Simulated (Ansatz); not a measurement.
Species: C$_{3}$H$_{7}$, SMILES `[CH](C)C` (charge 0, multiplicity 2), formula C$_{3}$H$_{7}$.

Problem. How many basis functions does frozen-core CCSD(T)/def2-TZVPP // B3LYP-D3(BJ)/def2-TZVP (Ansatz, a quantum-chemistry and plane-wave program) use, how many core orbitals are frozen, and how many electrons are correlated?

Solution. 191 basis functions and 3 frozen orbitals, which leaves 19 correlated electrons. Core time is of the order of minutes.
